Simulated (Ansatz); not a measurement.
Molecule (SMILES): Cl[Si](Cl)(Cl)Cl.
Atoms: Si1, Cl2, Cl3, Cl4, Cl5. Bonds: Si1-Cl2, Si1-Cl3, Si1-Cl4, Si1-Cl5.

Basis-set convergence of the optimised Si1-Cl2 bond length at HF with Ansatz (a program for electronic structure). Cartesian d functions, on some or all atoms, in 6-31G**, 6-311G**; all else is spherical. The program fits the integrals of some runs and decomposes those of others, by size. No added dispersion term, no relativity. Reference: the value in pcseg-4, 2.0214 Å, itself unsure by roughly 0.0003 Å (its mean distance from aug-pcseg-3, aug-cc-pV(Q+d)Z, cc-pV(5+d)Z). Deviations are taken from unrounded values.

```csv
basis,functions,optimised Si1-Cl2 bond length (Å),minus reference (Å)
STO-3G,45,2.0709,0.0494
3-21G,65,2.1233,0.1018
6-31G,65,2.1364,0.1150
6-31G**,95,2.0290,0.0075
cc-pV(D+d)Z,115,2.0293,0.0078
6-311G**,135,2.0241,0.0026
cc-pV(T+d)Z,195,2.0235,0.0020
cc-pCVTZ,295,2.0241,0.0026
cc-pV(Q+d)Z,320,2.0212,-0.0003
cc-pV(5+d)Z,500,2.0209,-0.0005
```

The smallest set listed that lies within 0.01 Å of the reference with all its larger relatives (same family, alike in diffuse functions; a set with none counts only in the reference's own line) is 6-31G** (95 functions, 0.0075 Å off). Inside, with no larger relative to test it: cc-pCVTZ.
